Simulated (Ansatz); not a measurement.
System: cuprite Ag₂O. Method: PBE in Ansatz (plane waves, PAW).

Settings: plane-wave cutoff 520 eV, 12×12×12 k mesh, Fermi–Dirac smearing 0.05 eV, no spin polarisation, scalar-relativistic PAW data made under PBE.

Cell (relaxed at this level):

```
CELL_PARAMETERS angstrom
      4.81243     0.00000     0.00000
      0.00000     4.81243     0.00000
      0.00000     0.00000     4.81243
ATOMIC_POSITIONS crystal
  Ag 0.75000 0.25000 0.75000
  Ag 0.25000 0.75000 0.75000
  Ag 0.75000 0.75000 0.25000
  Ag 0.25000 0.25000 0.25000
  O  0.00000 0.00000 0.00000
  O  0.50000 0.50000 0.50000
```

Task: Estimate the elastic constant C44, polycrystal shear modulus (Hill average), Voigt–Reuss–Hill bulk modulus, elastic constant C12 and elastic constant C11 that the calculation returns.

Result: 
* **elastic constant C44**: 1.31 GPa
* **polycrystal shear modulus (Hill average)**: 1.67 GPa
* **Voigt–Reuss–Hill bulk modulus**: 70.0 GPa
* **elastic constant C12**: 68.4 GPa
* **elastic constant C11**: 73.2 GPa

Note: the solid has no gap at this level, which affects its response.

Elastic constants are with the ions relaxed.

Computed values are for the static lattice.

Computing time: roughly 50 core-minutes.

Ansatz is a quantum-chemistry and plane-wave program.
